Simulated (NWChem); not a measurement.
System: C3H7, doublet; SMILES C[CH]C

The following NWChem deck was run.

```
start job
memory heap 200 mb stack 900 mb global 1100 mb
geometry units angstroms noautosym nocenter noautoz
  C      0.192645     0.015844     1.301326
  C     -0.523795    -0.134293     0.000000
  C      0.192645     0.015844    -1.301326
  H     -0.399873    -0.364267     2.141453
  H      1.154758    -0.516075     1.295644
  H      0.428381     1.072096     1.529952
  H     -1.611037    -0.101280     0.000000
  H     -0.399873    -0.364267    -2.141453
  H      0.428381     1.072096    -1.529952
  H      1.154758    -0.516075    -1.295644
end
basis spherical
  C library def2-svp
  H library def2-svp
end
dft
  odft
  mult 2
  xc m06-2x
  iterations 150
end
cosmo
  do_cosmo_smd true
  solvent water
end
task dft energy
```

In the optimisation the excess spin sits in a' (Cs, its own frame). The geometry was optimised at B3LYP/6-31G* (spherical d), spin-unrestricted. No stability test was run on the SCF state. Solvent: water.

Level: M06-2X/def2-SVP with SMD (1 M gas to 1 M solution), gas-phase geometry. Reactions with the solvent are ignored.

Question: Predict the main results of this run. (M06-2X/def2-SVP, spin-unrestricted, SMD on the gas-phase geometry.) Quantities: solvation free energy (kcal/mol); cavity-dispersion-structure term (kcal/mol); dipole in solution (D).

Answer: 
```json
{
 "solvation free energy (kcal/mol)": "1.8",
 "cavity-dispersion-structure term (kcal/mol)": "2.7",
 "dipole in solution (D)": "0.35"
}
```
